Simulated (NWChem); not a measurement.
System: hydrogen isocyanide (CHN); SMILES [C-]#[NH+]

Input file for NWChem:

```
start job
memory heap 200 mb stack 900 mb global 1100 mb
geometry units angstroms noautosym nocenter noautoz
  C      0.000000     0.000000     0.755342
  N      0.000000     0.000000    -0.428830
  H      0.000000     0.000000    -1.441298
end
basis spherical
  C library def2-svp
  N library def2-svp
  H library def2-svp
end
dft
  xc xwpbe 1.00 cpbe96 1.0 hfexch 1.00
  cam 0.05 cam_alpha 0.0 cam_beta 1.0
  iterations 150
  vectors input atomic output neutral.movecs
end
task dft energy
charge 1
dft
  odft
  mult 2
  vectors input atomic output cation.movecs
end
task dft energy
```

All runs use the structure optimised with PBE-D3(BJ)/def2-SVP.

Ions are spin-unrestricted doublets at the neutral geometry; other ion states weren't tried. Functional: LC-ωPBE (HJS hole) with def2-SVP; the question gives the range parameter ω in 1/bohr.

Problem. What results follow from this input? (LC-wPBE (HJS exchange hole, range parameter 0.05 per bohr)/def2-SVP, vertical spin-unrestricted ions.) Quantities: −ε(HOMO) (eV).

Solution. 
- −ε(HOMO) (eV) = 8.02
